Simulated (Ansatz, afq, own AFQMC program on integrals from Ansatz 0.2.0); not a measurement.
Two steps: Ansatz 0.2.0 writes the Fock matrix and Cholesky factors of the valence space, and afq projects on them the lowest state that overlaps trial and start.

```yaml
crystal:
  periodic: [false, false, false]
  atoms:
    - {symbol: B, position_ang: [0.000000, 0.000000, 0.859982]}
    - {symbol: N, position_ang: [0.000000, 0.000000, -0.511503]}
    - {symbol: H, position_ang: [0.000000, 0.850874, -1.057997]}
    - {symbol: H, position_ang: [0.000000, -0.850874, -1.057997]}
basis:
  gaussian: {orbitals: cc-pVDZ}
magnetization: {spin_polarized: false}
correlation: {method: ccsd_t, electrons: outside_noble_gas, hamiltonian_folder: ham}
```

```sh
$ ansatz run in.yaml --threads 1 --pin off --events-out ev --progress --plain --max-ram 1843MiB
```

afq runs on the folder ham with

```
--method phaseless --trial cisd --walkers 70 --populations 1 --least-time 40 --time-step 0.005 --steps-per-block 50 --equilibration-blocks 28 --max-blocks 300 --target-error 0.00038 --factor-cut 1e-05 --seed 9060 --release-times 0.24,0.51,0.99,1.62,2.4 --release-step 0.03 --release-every 4 --taylor-order 6
```

Times are imaginary, in 1/Eh. The walk had a cap of 536 s.

afq prints:

```
orbitals 36  electrons 5 5  factors 282 of 355
reference energy -80.24964957 Eh
CCSD correlation -0.25913578 Eh in 10 cycles, weight of the determinant in the CISD state 0.8825
energy of the start -80.508785 Eh
 block  time / (1/Eh)  mean weight  energy / Eh
     1     0.250  0.9976  -80.505384
     2     0.500  1.0011  -80.508375
     3     0.750  1.0010  -80.507685
     4     1.000  0.9992  -80.510680
     5     1.250  1.0001  -80.512888
     7     1.750  0.9991  -80.514175
     9     2.250  0.9976  -80.513859
    17     4.250  0.9981  -80.513431
    33     8.250  0.9979  -80.519161
    49    12.250  1.0017  -80.514321
    65    16.250  0.9998  -80.513978
    81    20.250  0.9994  -80.518350
    97    24.250  1.0013  -80.517320
   113    28.250  1.0004  -80.515753
   129    32.250  0.9997  -80.519656
   145    36.250  1.0023  -80.527166
   161    40.250  1.0020  -80.515673
   177    44.250  1.0017  -80.524345
   193    48.250  1.0019  -80.515682
   209    52.250  0.9973  -80.514004
   225    56.250  1.0004  -80.513857
   241    60.250  0.9991  -80.514426
   257    64.250  1.0006  -80.514085
   273    68.250  0.9993  -80.518925
   289    72.250  1.0005  -80.516066
   305    76.250  1.0040  -80.512188
   313    78.250  1.0010  -80.509458
   321    80.250  1.0003  -80.512998
blocks merged  error / Eh  count
     1  0.000305  300
     2  0.000362  150
     4  0.000399  75
     8  0.000448  37
    16  0.000513  18
    32  0.000565  9
released: time / (1/Eh)  energy / Eh  error  mean overlap
  0.24  -80.516994  0.000464  1.0140
  0.51  -80.517556  0.000485  1.0055
  0.99  -80.517962  0.000503  0.9897
  1.62  -80.516981  0.000484  0.9901
  2.40  -80.517846  0.000711  0.9597
energy -80.517556 +/- 0.000513 Eh
(rows thinned)
```

The run passed its tests (sampling time, drift between the halves within three errors, error under three times the target), which doesn't prove that it has relaxed.

Against this walk (error 14.0 meV) on the same determinant: CCSD(T) 38.1 meV higher, CCSDT(Q) 3.4 meV higher (within the noise). The error is statistical and leaves out the bias of the constraint. Released to 2.40 1/Eh the energy moves by -8 ± 24 meV (both errors), within twice the noise.

Cautions: constraint bias not in the error; error above the target (14.0 against 10.3 meV); restricted determinant unstable towards unrestricted (UHF 52 meV lower, ⟨S²⟩ 0.27).

The walk took 4.3 min on 1 thread of Intel(R) Xeon(R) Platinum 8375C CPU @ 2.90GHz (Ice Lake) (shared host). The log's last line is the phaseless energy.

CCSDT and higher add their correlation energy to the determinant of the CCSD(T) run, since their own runs factorise the integrals more tightly (a shift of under 2 meV). A walk keeps the symmetry of its determinant, which the program's search chose and which needn't be the lowest solution, so a lower state of the same spin and another symmetry isn't excluded.
